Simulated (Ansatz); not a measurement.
**C2H3NO: a ladder of functionals and wavefunction methods**

How much do the methods differ for C2H3NO? The plan is to run it at one geometry with functionals of several rungs and with coupled cluster. The yardstick is the atomisation energy at the CCSD(T) limit.

Computed with Ansatz 0.2.0, Gaussian basis. Level: functionals in def2-TZVPP, the program's frozen cores in correlated methods.

Levels to be run: LDA (SPW92), PBE-D4, revPBE-D4, BLYP-D4, r2SCAN-D4, B97M-V, PBE0-D4, B3LYP-D4, r2SCANh-D4, r2SCAN0-D4, HSE06-D4, BHLYP-D4, CAM-B3LYP-D4, LC-ωPBE, ωB97X-V, ωB97M-V, B2PLYP, PBE-QIDH; CCSD(T)/def2-SVP; CCSD(T)/def2-TZVPP; MP2/def2-QZVPP; extrapolation to the limit; RPA on PBE.

**1. Structure used throughout**

All runs share one geometry, relaxed beforehand with PBE0-D4 in a triple-zeta def2 set.

SMILES `C1=NCO1`, 7 atoms, charge 0, spin multiplicity 1.

Atoms are counted from 1 here; the program's logs count them from 0.

Bond lengths: C1–N2 1.278 Å, C1–O4 1.355 Å, C1–H5 1.086 Å, N2–C3 1.459 Å, C3–O4 1.467 Å, C3–H6 1.090 Å, C3–H7 1.090 Å. Angles: N2–C1–O4 104.4°, N2–C1–H5 133.0°, O4–C1–H5 122.7°, C1–N2–C3 84.0°, N2–C3–O4 90.6°, N2–C3–H6 115.0°, N2–C3–H7 115.0°, O4–C3–H6 110.9°, O4–C3–H7 110.9°, H6–C3–H7 112.5°, C1–O4–C3 81.1°.

Coordinates:

```mol
C2H3NO
  3D, bonds by distance, orders not assigned

  7  7  0  0  0  0  0  0  0  0999 V2000
   -0.9279    0.3099   -0.3139 C   0  0
   -0.4113    0.4987    0.8393 N   0  0
    0.7218   -0.2328    0.2822 C   0  0
    0.0169   -0.3807   -0.9961 O   0  0
   -1.8810    0.5884   -0.7527 H   0  0
    0.9104   -1.2055    0.7371 H   0  0
    1.6324    0.3540    0.1583 H   0  0
  1  2  8  0
  2  3  8  0
  3  4  8  0
  1  5  8  0
  3  6  8  0
  3  7  8  0
  1  4  8  0
M  END
```

**2. LDA**

This LDA is Slater exchange with PW92 correlation.

Input file in.yaml:

```yaml
crystal:
  periodic: [false, false, false]
  atoms:
    - {symbol: C, position_ang: [-0.927905, 0.309892, -0.313862]}
    - {symbol: N, position_ang: [-0.411338, 0.498660, 0.839276]}
    - {symbol: C, position_ang: [0.721798, -0.232772, 0.282189]}
    - {symbol: O, position_ang: [0.016884, -0.380694, -0.996063]}
    - {symbol: H, position_ang: [-1.881019, 0.588386, -0.752656]}
    - {symbol: H, position_ang: [0.910394, -1.205542, 0.737079]}
    - {symbol: H, position_ang: [1.632385, 0.353971, 0.158336]}
basis:
  gaussian: {orbitals: def2-TZVPP}
hamiltonian: {xc: lda}
output: {orbitals: {seedname: orbitals}}
```

Command:

```sh
$ ansatz run in.yaml --threads 2 --pin off --events-out ev --progress --plain --max-ram 4352MiB
```

After this run come: PBE-D4 (GGA); revPBE-D4 (GGA); BLYP-D4 (GGA); r2SCAN-D4 (meta-GGA); B97M-V (meta-GGA); PBE0-D4 (hybrid); B3LYP-D4 (hybrid); r2SCANh-D4 (hybrid); r2SCAN0-D4 (hybrid); HSE06-D4 (hybrid); BHLYP-D4 (hybrid); CAM-B3LYP-D4 (range-separated); LC-ωPBE (range-separated); ωB97X-V (range-separated); ωB97M-V (range-separated); B2PLYP (double hybrid); PBE-QIDH (double hybrid); CCSD(T) in def2-SVP; CCSD(T) in def2-TZVPP; MP2 in def2-QZVPP; RPA on PBE orbitals.

Before running them: what should the planned runs give, taken together? Wanted: atomisation energy, CCSD(T)/CBS; farthest beyond LDA; mean size of error, GGA; mean size of error, meta-GGA; mean size of error, hybrid; mean size of error, range-separated; mean size of error, double hybrid; gap, smallest and largest; T1 diagnostic.

As calculated:

| quantity | value |
| --- | --- |
| atomisation energy, CCSD(T)/CBS | 2859.3 kJ/mol |
| functionals within 14.3 kJ/mol (0.5 %) | r2SCAN-D4, B97M-V, B3LYP-D4, PBE-QIDH |
| farthest beyond LDA | PBE-D4 (+150.7 kJ/mol) |
| mean size of error, GGA | 82.2 kJ/mol |
| mean size of error, meta-GGA | 10.8 kJ/mol |
| mean size of error, hybrid | 54.4 kJ/mol |
| mean size of error, range-separated | 24.2 kJ/mol |
| mean size of error, double hybrid | 15.3 kJ/mol |
| gap, smallest and largest | 5.63 eV (BLYP-D4), 13.37 eV (LC-ωPBE) |
| T1 diagnostic | 0.0149 |
| triples share of the correlation energy | 4.4 % |

LDA overbinds by 562.8 kJ/mol (20 %). PBE-D4 is off by +150.7 kJ/mol. Double hybrids carry the basis error of their MP2 part in triple zeta, and no dispersion term here, so their miss is partly the set-up's. By mean error the best rung here is meta-GGA (10.8 kJ/mol) and the worst beyond LDA is GGA (82.2 kJ/mol). The gap between the best rungs is small, so their order is not settled. Misses under about 14.3 kJ/mol are within the doubt on the reference itself, which lacks core-valence correlation, relativity and higher excitations. Hartree-Fock recovers 65 % of the binding; the rest is correlation. CCSD(T) in def2-SVP is off by -163.2 kJ/mol, worse than the median functional, from the basis alone. Orbital gaps span 5.6 to 13.4 eV; exact exchange widens them.
